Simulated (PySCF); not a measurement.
## Mayer bond orders and bond lengths

Species: 1,2-dichloroethane, C₂H₄Cl₂.
Atom-mapped SMILES: `[Cl:1][CH2:2][CH2:3][Cl:4]` (hydrogens: H5, H6 on C2; H7, H8 on C3)

Cartesian coordinates in Å at the GFN2-xTB level; atoms count from 1:
```xyz
8
C2H4Cl2 angstrom
Cl    -1.913    0.926    0.336
C     -0.681   -0.325    0.025
C      0.684    0.327   -0.031
Cl     1.917   -0.922   -0.347
H     -0.933   -0.802   -0.922
H     -0.742   -1.052    0.836
H      0.742    1.055   -0.839
H      0.936    0.802    0.917
```

Bond orders from the PBE0/pcSseg-1 density (PySCF). The structure is a single GFN2-xTB conformer in the gas phase; no vibrational or solvent corrections.

(1) Where do the orders between heavy atoms depart from those drawn in the SMILES?

(2) Set the Mayer orders of the bonds beside their lengths.

(3) Sum the orders of all bonds at each heavy atom with more than one neighbour and set the sums beside the valence in the SMILES.

## Answers

(1) The largest departure is 0.017, at Cl1–C2 (drawn single, 0.983) and C3–Cl4 (drawn single, 0.983).

(2) 
```json
{"bond": "Cl1–C2", "drawn as": "single", "length (Å)": "1.783", "Mayer order": "0.983"}
{"bond": "C2–C3", "drawn as": "single", "length (Å)": "1.514", "Mayer order": "0.996"}
{"bond": "C3–Cl4", "drawn as": "single", "length (Å)": "1.784", "Mayer order": "0.983"}
{"bond": "C2–H5", "drawn as": "single", "length (Å)": "1.090", "Mayer order": "0.935"}
{"bond": "C2–H6", "drawn as": "single", "length (Å)": "1.090", "Mayer order": "0.935"}
{"bond": "C3–H7", "drawn as": "single", "length (Å)": "1.090", "Mayer order": "0.935"}
{"bond": "C3–H8", "drawn as": "single", "length (Å)": "1.090", "Mayer order": "0.935"}
```

(3) C2 3.849 (drawn 4), C3 3.849 (drawn 4). Orders between atoms that aren't bonded are not in these sums.

The Mayer order sums products of elements of PS (density times overlap matrix) between the two atoms' basis functions, so it depends on the basis set.

The run behind these numbers computed NMR shieldings as well. On one thread of an Arm Neoverse V1, shared host, this took 5.9 s of wall time.
